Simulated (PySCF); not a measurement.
# C5H7F: the cost of one run

Computed with PySCF 2.14.0, with density-fitted response routines of our own, on a single molecule in the gas phase. Atoms count from 0, in the outputs and in this text.

## Step 1: The starting structure

13 atoms, charge 0, multiplicity 1; geometry from: PBE0-D3(BJ)/def2-SVP.

Bonds of the start (Å): C0–C1 1.33, C1–C2 1.50, C2–C3 1.50, C3–C4 1.33, C4–F5 1.33, C0–H6 1.09, C0–H7 1.10, C1–H8 1.10, C2–H9 1.10, C2–H10 1.11, C3–H11 1.10, C4–H12 1.10.

## Step 2: Core holes by ΔSCF: SCAN, X2C

Job settings and geometry (Å):

```
{"job": {"kind": "xps"}, "charge": 0, "multiplicity": 1}
C      2.173919     0.421448     0.480677
C      1.267414     0.139021    -0.454221
C      0.058236    -0.726879    -0.248692
C     -1.223718     0.006831    -0.504418
C     -2.161526     0.172338     0.421413
F     -3.294278     0.830941     0.188619
H      3.033128     1.062700     0.267849
H      2.090846     0.021024     1.496491
H      1.385003     0.567979    -1.457749
H      0.063609    -1.139816     0.773010
H      0.119225    -1.591147    -0.937016
H     -1.394414     0.442208    -1.495137
H     -2.100353    -0.209148     1.446279
```

Method: delta-SCF UKS SCAN, pcX-2 on the ionised atom, pcseg-1 elsewhere, spin-free X2C.

Launch:

```sh
$ OMP_NUM_THREADS=1 python probes_run.py task.json out
```

One launch serves the whole session: the jobs run in the order shown.

**Question.** How long does this first job take on 1 thread of Arm Neoverse N1, shared host, and how much memory does it need?

About 75 s, with a peak of 0.53 GiB.
